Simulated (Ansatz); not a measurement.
Basis-set extrapolation for CHF3S, SMILES `FC(F)(F)S` (PBE0-D4/def2-TZVP geometry, frozen core, Ansatz). Multiplicity 1, RHF reference.

```csv
,def2-TZVPP,def2-QZVPP
HF,-734.457632,-734.483426
MP2 correlation,-1.076476,-1.175929
CCSD(T) correlation,-1.134139,not run
```

Energies in hartree. Use E(X) = E(∞) + A·exp(−7.88·√X) for Hartree–Fock and E(X) = E(∞) + B·X^(−2.97) for correlation, with X = 3 and 4, and add CCSD(T) minus MP2 of the smaller set to the MP2 limit.

Question: What is the CCSD(T) energy at the basis-set limit?

Answer: HF limit: -734.483426 + (-0.025794) × 0.13774 = -734.48698. MP2 limit: -1.175929 + (-0.099453) × 0.74074 = -1.24960. Higher-order term: -1.134139 − (-1.076476) = -0.05766. Total: -735.79424 hartree, 127.1 kcal/mol below CCSD(T)/def2-TZVPP.
